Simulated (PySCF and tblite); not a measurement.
Results of a calculation; reference values are marked as such.
Molecule: C₅H₁₁N, numbered as in [CH3:1][C@H:2]1[CH2:3][CH2:4][NH:5][CH2:6]1; H named by carrier, a and b as here (phase angle P 288°, Å):

```
C1       1.956    0.572    0.028
C2       0.441    0.544    0.146
C3      -0.269   -0.038   -1.078
C4      -1.641   -0.432   -0.527
N5      -1.416   -0.805    0.871
C6      -0.070   -0.386    1.256
H1a      2.402    0.938    0.950
H1b      2.263    1.223   -0.787
H1c      2.340   -0.428   -0.165
H2       0.072    1.560    0.326
H3a      0.266   -0.923   -1.422
H3b     -0.347    0.669   -1.902
H4a     -2.341    0.409   -0.619
H4b     -2.069   -1.285   -1.063
H5      -2.120   -0.394    1.470
H6a      0.564   -1.280    1.303
H6b     -0.057    0.087    2.240
```

The ring 2–3–4–5–6 is held at Altona–Sundaralingam phase angles P (ν_j = ν_max cos(P + 144°(j − 2)), ν_j about the bond from ring atom j to j + 1, counted from 0) and the rest relaxed at GFN2-xTB. Energies: PBE0/pcSseg-1 + D3(BJ). Couplings: B3LYP/6-31G* with H pcJ-1, gas phase, for ¹H. (tblite 0.8, PySCF 2.14.)

One held structure gave ³J(H5,H6a) = -0.4, ³J(H4b,H5) = 0.1, ³J(H3b,H4b) = 0.1, ³J(H2,H3a) = 7.5, ³J(H3a,H4a) = 11.0, ³J(H2,H6a) = 1.9, ³J(H4a,H5) = 3.9, ³J(H3b,H4a) = 6.1 Hz.

Question: At which phase angle P was it held?
A. 216°
B. 288°
C. 144°
D. 72°
E. 0°

Answer: E. It lies 0.12 kcal/mol above the lowest point.
